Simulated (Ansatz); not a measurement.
Which is lower?

Two relaxed structures of CH$_{6}$NSi (charge -1), closed shell (PBE0-D4/def2-TZVPD; forces vanish, vibrations not checked).

A:

```xyz
9
angstrom
C -1.0762 0.5812 -0.8498
Si 0.4064 0.5725 0.4133
N 0.0835 -1.0502 1.1809
H -1.1873 -0.3729 -1.3861
H -0.9278 1.3708 -1.5978
H -2.0215 0.7856 -0.3339
H 1.4737 0.1927 -0.6630
H 0.2471 -1.8682 0.6025
H 0.5838 -1.1810 2.0490
```

B:

```xyz
9
angstrom
C -1.0496 0.6455 -0.9701
Si 0.4363 0.2145 -0.1336
N 0.2543 -1.1547 0.9800
H -1.5601 -0.0169 -1.6676
H -1.3260 1.6946 -1.0572
H 0.9691 1.4474 0.5823
H 1.6993 -0.3114 -0.8300
H 1.0885 -1.4665 1.4633
H -0.5118 -1.0525 1.6329
```

Ansatz 0.2.0; basis: def2-TZVPPD; cores frozen in the correlated methods. B3LYP uses VWN-RPA correlation.

Question: Which structure is lower at CCSD(T), and by how much? (To be estimated.)

Answer: The calculation gives: A, by 0.259 eV (electronic energy, against the other). By their contacts, A is CH₆NSi ([CH3][SiH][NH2]), total charge -1 and B is CH₆NSi ([CH2][SiH2][NH2]), total charge -1.

All methods give the same order:

| method | E(B) − E(A) (eV) |
| --- | --- |
| PBE-D4 | 0.292 |
| r2SCAN-D4 | 0.207 |
| PBE0-D4 | 0.290 |
| B3LYP-D4 | 0.256 |
| wB97M-V | 0.266 |
| HF | 0.257 |
| MP2 | 0.156 |
| CCSD | 0.272 |
| CCSD(T) | 0.259 |

The T1 diagnostic stays at or below 0.013.

Labels in which every atom is bracketed show which atoms are joined, not bond orders.

For scale, one of the runs: CCSD(T)/def2-TZVPPD, 224 basis functions, launched by `ansatz run in.yaml --threads 2 --pin off --events-out ev --progress --plain --max-ram 4352MiB`. Hardware: 2 CPU threads of an AMD EPYC 7R13, shared host. Wall time 85 s; peak host memory 3.5 GiB.
